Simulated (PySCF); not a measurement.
Species: CClF3.
Numbering: `[F:1][C:2]([F:3])([F:4])[Cl:5]`

The same species was optimised twice, with GFN2-xTB and with PBE0-D3(BJ)/def2-SVP (PySCF), and the same property calculations (PySCF, gas phase) were run on both structures.

```tsv
coordinate	GFN2-xTB	PBE0-D3(BJ)/def2-SVP	change
C2–Cl5 (Å)	1.775	1.759	-0.016
C2–F4 (Å)	1.322	1.318	-0.004
C2–F3 (Å)	1.322	1.318	-0.004
F1–C2 (Å)	1.322	1.318	-0.004
F3–C2–Cl5 (°)	110.7	110.1	-0.6
F1–C2–F3 (°)	108.2	108.8	+0.6
F3–C2–F4 (°)	108.2	108.8	+0.6
F1–C2–F4 (°)	108.2	108.8	+0.6
F4–C2–Cl5 (°)	110.7	110.1	-0.6
F1–C2–Cl5 (°)	110.7	110.2	-0.5
```

Rotational constants: A = 5793, B = 3279, C = 3279 MHz (GFN2-xTB) against A = 5788, B = 3339, C = 3338 MHz (PBE0-D3(BJ)/def2-SVP). Point groups within 0.08 Å: C3v and C3v.

On the GFN2-xTB structure: HOMO (eV) -10.13 [PBE0/pcSseg-1]; LUMO (eV) 0.02 [PBE0/pcSseg-1]; dipole (D) 0.27 [PBE0/pcSseg-1]; GIAO shielding of F1/F3/F4 (mean) (ppm) 207.2 [PBE0/pcSseg-1]; GIAO shielding of C2 (ppm) 46.6 [PBE0/pcSseg-1]; GIAO shielding of Cl5 (ppm) 581.4 [PBE0/pcSseg-1].

Q: What do these properties become on the PBE0-D3(BJ)/def2-SVP structure?

A: 
| property | level | on GFN2-xTB | on PBE0-D3(BJ)/def2-SVP | change |
| --- | --- | --- | --- | --- |
| HOMO (eV) | PBE0/pcSseg-1 | -10.13 | -10.10 | +0.03 |
| LUMO (eV) | PBE0/pcSseg-1 | 0.02 | 0.26 | +0.24 |
| dipole (D) | PBE0/pcSseg-1 | 0.27 | 0.21 | -0.06 |
| energy, GFN2-xTB geometry as zero (kcal/mol) | PBE0/pcSseg-1 | 0.0 | -0.1 | -0.1 |
| GIAO shielding of F1/F3/F4 (mean) (ppm) | PBE0/pcSseg-1 | 207.2 | 211.6 | +4.4 |
| GIAO shielding of C2 (ppm) | PBE0/pcSseg-1 | 46.6 | 48.6 | +2.0 |
| GIAO shielding of Cl5 (ppm) | PBE0/pcSseg-1 | 581.4 | 597.8 | +16.4 |

The heavy atoms differ by 0.012 Å rms after alignment. Among all bonds C2–Cl5 changes most (-0.016 Å). Changes are differences of the printed values. Neither structure is proved a minimum here.
